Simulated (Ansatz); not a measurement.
# CH4FNS2: the cost of one run

Program: Ansatz 0.2.0. Level of theory: RKS B3LYP-D4/6-31G. These are calculated values, not measurements.

## Step 1: The structure to begin with

Bond lengths: N1–C2 1.455 Å, C2–F3 1.341 Å, C2–S4 1.753 Å, S4–S5 2.067 Å, N1–H6 0.967 Å, N1–H7 1.066 Å, C2–H8 1.100 Å, S5–H9 1.374 Å. Angles: N1–C2–F3 106.7°, N1–C2–S4 116.2°, N1–C2–H8 109.0°, F3–C2–S4 107.6°, F3–C2–H8 106.4°, S4–C2–H8 110.4°, C2–N1–H6 108.4°, C2–N1–H7 101.7°, H6–N1–H7 102.0°, C2–S4–S5 105.2°, S4–S5–H9 101.8°.

Structure file:

```xyz
9

N     0.3777   -0.7099    0.9469
C     0.6310   -0.4955   -0.4693
F     1.4675    0.5492   -0.5566
S    -0.7691   -0.1391   -1.4615
S    -1.6041    1.5594   -0.6310
H     1.2253   -0.7035    1.4130
H    -0.0404    0.2268    1.2354
H     1.1741   -1.3633   -0.8707
H    -2.3735    1.0296    0.3768
```

## Step 2: Relaxing end A

Contents of input.yaml:

```yaml
crystal:
  periodic: [false, false, false]
  atoms:
    - { symbol: "N", position_ang: [0.3777, -0.7099, 0.9469] }
    - { symbol: C, position_ang: [0.631, -0.4955, -0.4693] }
    - { symbol: F, position_ang: [1.4675, 0.5492, -0.5566] }
    - { symbol: S, position_ang: [-0.7691, -0.1391, -1.4615] }
    - { symbol: S, position_ang: [-1.6041, 1.5594, -0.631] }
    - { symbol: H, position_ang: [1.2253, -0.7035, 1.413] }
    - { symbol: H, position_ang: [-0.0404, 0.2268, 1.2354] }
    - { symbol: H, position_ang: [1.1741, -1.3633, -0.8707] }
    - { symbol: H, position_ang: [-2.3735, 1.0296, 0.3768] }
basis:
  gaussian: { orbitals: "6-31G" }
hamiltonian:
  xc: b3lyp
  dispersion: d4
relax:
  f_tol: 0.015
  max_steps: 40
```

Command:

```
ansatz run input.yaml --threads 1 --pin off --max-ram 2048MiB --backend cpu --events-out ev --progress --plain --runs-dir out
```

**Question.** How long does this run take on 1 thread of Intel Xeon at 2.50GHz (Skylake/Cascade Lake), shared host, and how much memory does it need?

About 83 s, with a peak of 0.17 GiB.
